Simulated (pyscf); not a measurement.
A first-order saddle from PySCF, ωB97X-D3(BJ)/def2-SVP:

```xyz
9

C     -1.6311     0.4788    -0.3947
C     -0.2533     0.2751    -0.8380
F      0.1855    -1.1799     0.3116
H     -2.1966    -0.4622    -0.2862
H     -1.6332     1.0232     0.5611
H     -2.1216     1.1207    -1.1481
H      0.7874    -0.2958     0.6259
H      0.1269    -0.3169    -1.6724
F      1.0263     0.8071     0.4235
```
Charge 0, spin multiplicity 2.

Surface: doublet, charge 0. Lowest wavenumbers (cm⁻¹): 1073i, 145, 195, 313, 493.

### Question
Name the species on either side of this saddle.

### Answer
H₃C–CH•–F (SMILES C[CH]F) + HF (SMILES F) ⇌ H₃C–CH•–F (SMILES C[CH]F) + HF (SMILES F), a four-centre exchange read from left to right: C–F, F–H broken and C–F, F–H formed. At ωB97M-D3(BJ)/def2-TZVP it lies +226.7 kJ/mol from the left side and +226.7 kJ/mol from the right (each side as separated species at their lowest minima found). On the reactant side the descent ends in a complex, 21.1 kJ/mol under the separated species and 252.1 kJ/mol under the saddle at ωB97X-D3(BJ)/def2-TZVP. On the product side the descent ends in a complex, 21.6 kJ/mol under the separated species and 252.6 kJ/mol under the saddle at ωB97X-D3(BJ)/def2-TZVP. The same reactants have a lower exit, to H₃C–CH(F)–F + H• (barrier +202.2 kJ/mol at ωB97M-D3(BJ), against +226.7 kJ/mol here). One saddle was located; it need not be the lowest between these sides.
